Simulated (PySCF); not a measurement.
**A ladder for the ionisation energy of N**

N [He] 2s2 2p3 (4S) → N⁺ [He] 2s2 2p2 (3P). Scalar values calculated with PySCF 2.14 in aug-cc-pVQZ-DK (spin-free X2C; valence: 1s2 frozen). The spin-orbit shift comes from two-component X2C-1e calculations (generalised Hartree-Fock, GHF, and MP2 on its spinors, GMP2) in x2c-QZVPPall-2c: GMP2 gives 14.609 eV without and 14.602 eV with screened spin-orbit coupling, a shift of -0.007 eV (GHF: -0.007 eV). Sums use unrounded values; where a UHF row is shifted, it takes the GHF shift.

```json
{"method": "UHF", "scalar (eV)": "13.887"}
{"method": "MP2 (valence)", "scalar (eV)": "14.613"}
{"method": "SCS-MP2 (valence)", "scalar (eV)": "14.347"}
{"method": "CCSD (valence)", "scalar (eV)": "14.465"}
{"method": "CCSD(T) (valence)", "scalar (eV)": "14.494"}
{"method": "LDA", "scalar (eV)": "15.001"}
{"method": "PBE", "scalar (eV)": "14.725"}
{"method": "PBE0", "scalar (eV)": "14.696"}
{"method": "r2SCAN", "scalar (eV)": "14.798"}
{"method": "r2SCANh", "scalar (eV)": "14.778"}
{"method": "B3LYP", "scalar (eV)": "14.653"}
{"method": "TPSS", "scalar (eV)": "14.663"}
{"method": "PW91", "scalar (eV)": "14.801"}
```

(1) Form a composite estimate from CCSD(T) (valence) and the spin-orbit shift, and compare it with the reference, 14.534 eV (measured; NIST Atomic Spectra Database, ionization energies).

The errors of the correlated levels include the incompleteness of the basis and the frozen core, so a lower level can come closer by cancellation.

A first-order Landé estimate from the scalar orbitals gives -0.012 eV instead; single two-component determinants are not pure J levels in LS coupling, so the shift is uncertain by about that difference.

Answers

(1) 14.494 + (-0.007) = 14.487 eV, an error of -0.047 eV.
